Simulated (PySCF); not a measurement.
Geometries of 2 isomers of C4H10S, from PBE0-D3(BJ)/def2-SVP geometry optimisation, gas phase in PySCF. One conformer each, no zero-point energy, no frequencies.

Question: Which is lower in electronic energy at this level?
A.
```xyz
15
angstrom
C      0.751    0.828   -0.910
C      0.089    0.006    0.191
C     -0.351   -1.356   -0.335
C     -1.099    0.761    0.781
S      1.264   -0.216    1.601
H      0.041    1.002   -1.736
H      1.085    1.803   -0.527
H      1.627    0.307   -1.325
H     -0.804   -1.960    0.465
H     -1.094   -1.231   -1.141
H      0.501   -1.919   -0.747
H     -1.574    0.187    1.592
H     -0.791    1.738    1.184
H     -1.854    0.937   -0.001
H      2.208   -0.889    0.907
```
B.
```xyz
15
angstrom
C     -1.985    0.276   -0.256
C     -0.865    1.190    0.203
S      0.191    0.506    1.512
C      0.974   -0.898    0.668
C      1.892   -0.522   -0.479
H     -2.614   -0.030    0.592
H     -2.622    0.785   -0.997
H     -1.596   -0.637   -0.732
H     -1.272    2.109    0.654
H     -0.237    1.513   -0.643
H      1.538   -1.399    1.470
H      0.199   -1.612    0.345
H      2.381   -1.418   -0.895
H      1.341   -0.039   -1.300
H      2.674    0.176   -0.143
```

Answer: A. That is `CC(C)(C)S`, 4.8 kcal/mol below the other.

```csv
SMILES,atoms numbered as above,E (Eh),relative (kcal/mol),relative (kJ/mol),dipole (D)
CC(C)(C)S,[CH3:1][C:2]([CH3:3])([CH3:4])[SH:5],-556.08142,0.0,0.0,1.61
CCSCC,[CH3:1][CH2:2][S:3][CH2:4][CH3:5],-556.07376,4.8,20.1,1.63
```

As drawn, the lower has an S–H bond, which the higher lacks.
